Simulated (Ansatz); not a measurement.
# Wavefunction methods compared: NH, triplet

Program: Ansatz, Gaussian basis, development build; BCCD by scripts on PySCF. Settings: 6-31G; 1 core orbital frozen; no relativity. Perturbation and coupled-cluster methods stand on the Hartree–Fock determinant that coupled cluster favours; RHF here means ROHF, with semicanonical perturbation theory. The state met can change along the bond. The basis is small, far from the limit. The unrestricted determinant is a mixture of spins, so it may stand for another state.

Correlation energy of CCSD(T), then each method's total less that of CCSD(T), in eV:

| case | E corr CCSD(T) | CCSD | BCCD | BCCD(T) | determinant |
| --- | --- | --- | --- | --- | --- |
| 0.984 Å RHF | -1.939 | +0.011 | +0.011 | 0.000 | – |
| 1.606 Å RHF | -2.943 | +0.048 | +0.050 | +0.001 | – |
| 1.606 Å UHF | -1.853 | +0.037 | +0.042 | -0.003 | ⟨S²⟩ = 2.597 |
| 1.813 Å RHF | -3.492 | +0.075 | +0.075 | +0.002 | – |
| 2.279 Å RHF | -4.998 | +0.103 | +0.099 | +0.003 | 0.07 eV over the lowest such Hartree–Fock solution met |
| 2.279 Å UHF | -1.036 | +0.022 | +0.026 | 0.000 | ⟨S²⟩ = 2.952 |

(1) How far does full CI lie from CCSD(T) in each case, and where is CCSD(T) within 1 kcal/mol (0.043 eV)?

(2) Which method comes nearest to full CI in total energy for 2.279 Å RHF?

Answers

(1) 0.984 Å RHF: -0.005 eV (within); 1.606 Å RHF: -0.017 eV (within); 1.606 Å UHF: -0.021 eV (within, spin-contaminated determinant); 1.813 Å RHF: -0.019 eV (within); 2.279 Å RHF: -0.010 eV (within); 2.279 Å UHF: -0.031 eV (within, spin-contaminated determinant).

(2) CCSD(T), 0.010 eV away; next BCCD(T) (0.013 eV), last CCSD (0.113 eV).

Several Brueckner solutions were met.
